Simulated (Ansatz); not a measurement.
System: tetradymite Bi2Se3. Method: HSE06 in Ansatz (PAW).

The input as run:

Ansatz 0.2 input:
```yaml
crystal:
  lattice:
    - [-2.0715, 1.195981, -9.545333]
    - [2.0715, 1.195981, -9.545333]
    - [0.0, -2.391962, -9.545333]
  atoms:
    - { symbol: Bi, position: [0.4008, 0.4008, 0.4008] }
    - { symbol: Bi, position: [0.5992, 0.5992, 0.5992] }
    - { symbol: Se, position: [0.0, 0.0, 0.0] }
    - { symbol: Se, position: [0.2117, 0.2117, 0.2117] }
    - { symbol: Se, position: [0.7883, 0.7883, 0.7883] }
basis:
  ecutwfc: 460
  ecutrho_ratio: 4
  xc_grid: 2
kpoints:
  mp_grid: { grid: [6, 6, 6] }
hamiltonian:
  xc: hse06
  dispersion: none
  pseudopotentials: { kind: paw }
scf:
  occupations: { method: fermi_dirac, width: 0.01 }
  convergence: { dr2_threshold: 0.0000000005 }
output:
  forces: true
  stress: true
  eigenvalues: true
```

Problem. How many irreducible k-points, plane waves at Γ does the program set up, and what pressure does the run end with?

Solution. 32 irreducible k-points, 3189 plane waves at Γ; P = 0.62 GPa, so the cell is compressed and would expand at this level.

From the output:

```
WARN output.stress: scf.exx.energy_threshold = 1e-6 eV is looser than the 5e-8 eV advised for a stress under a hybrid functional (1e-8 eV for each atom of the …
Crystal: 5 atoms, lattice volume = 141.890 Å³
Basis set: ecut = 460 eV, 3189 PW (Γ), FFT grids on a1−a3, a2−a3, a3, exchange–correlation on 60×60×144 points (8 copies of the dense FFT grid, shifted against one another)
Bands: 47, of which v1, the nominal top of the filled ones, is band 39 counted from 1 (38 counted from 0)
Symmetry: 12 space group operations
Space group: R-3m (ITA 166), of the structure as read, at distance tolerance 5.2e-5 Å
k-points: 32 of 216
SCF iter   1: F=—  HF=-41202.217491 eV  |F-HF|=—  |Δ(HF+E_count)|=         —  Δρ=1.31e-3  dr2=4.67e-3
SCF iter   2: F=—  HF=-41202.221150 eV  |F-HF|=—  |Δ(HF+E_count)|=   3.66e-3  Δρ=1.42e-3  dr2=2.11e-2
  ...
Crystal: 5 atoms, lattice volume = 141.890 Å³
Initial density: handed on by an earlier stage of this run
Crystal: 5 atoms, lattice volume = 141.890 Å³
SCF iter   5: F=—  HF=-41213.966423 eV  |F-HF|=—  |Δ(HF+E_count)|=   1.67e-8  Δρ=8.71e-7  dr2=1.88e-9
SCF iter   6: F=-41213.966423 eV  HF=-41213.966423 eV  |F-HF|=2.91e-11  |Δ(HF+E_count)|=  5.89e-10  Δρ=2.01e-7  dr2=8.79e-11
SCF 3 converged in 6 iterations: F = -41213.966423 eV  dr2 = 8.79e-11
Free energy (F): -41213.966423 eV
Internal energy: -41213.966423 eV  (E = F + TS)
E sigma→0 (E₀):  -41213.966423 eV
Fermi energy:    9.092490 eV
--- Forces (eV/Å), atoms counted from 1 ---
  atom   1  Bi     0.00000000     0.00000000     0.01653398
  atom   2  Bi     0.00000000    -0.00000000    -0.01653398
  atom   3  Se     0.00000000     0.00000000     0.00000000
  atom   4  Se     0.00000000    -0.00000000    -0.16896866
  atom   5  Se     0.00000000     0.00000000     0.16896866
--- Stress (GPa, compression-positive) ---
        0.540528      -0.000000      -0.000000
       -0.000000       0.540528       0.000000
       -0.000000       0.000000       0.790712
  P = ⅓ Tr σ = 0.6239 GPa (6.239 kbar)
```

The PAW data were made under PBE.

Note: cell and atoms aren't relaxed at this level (largest force 0.17 eV/Å, pressure 0.6 GPa).

Ansatz is a quantum-chemistry and plane-wave program.
